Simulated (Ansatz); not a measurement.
AlC, AlGe: atomization energies

Ansatz 0.2.0, basis aug-cc-pVDZ; geometries are PBE0/def2-TZVP minima. Wave-function levels freeze the cores with the filled d shells of p-block atoms; HF, MP2 and coupled cluster are restricted for singlets and unrestricted otherwise, atoms included (their steps beyond CCSDT(Q) come from restricted open-shell runs), restricted open-shell where a d shell is frozen. NEVPT2 and MRCISD+Q stand on CASSCF in the full valence space, and MRCISD+Q is size-consistent only roughly. The reference is full CI, exact within the basis. An error is the level's value less the reference. None of these values is a measured one. Energies are electronic, without zero-point terms. No spin–orbit coupling and no scalar relativity. The set is small: it underbinds, by tens of kJ/mol for each bond, so near ties and functionals' places can change in larger sets. The species are chosen: bound, without strong static correlation by their natural occupations or amplitudes, in their lowest spin state as far as vertical gaps and like structures tell, and with a ladder that closes on the reference, so errors are smaller than for species at large; levels whose determinant breaks symmetry or spin markedly are left out.

| species | bonds (Å) | quantity | symmetry of the states | reference | value (kJ/mol) | error CCSD(T) | error CCSDT | error CCSDT(Q) | error NEVPT2 | error MRCISD+Q |
| --- | --- | --- | --- | --- | --- | --- | --- | --- | --- | --- |
| AlC, quartet | C–Al 1.967 | atomization | Σ⁻ or Δ | full CI | 295.6 | -2.8 | -0.8 | 0.1 | 0.8 | -7.7 |
| AlGe, quartet | Al–Ge 2.467 | atomization | Σ⁻ or Δ | full CI | 207.2 | -3.1 | -1.1 | -0.2 | 2.6 | -3.5 |

The reference falls from C to Ge, by 88.4 kJ/mol in all.
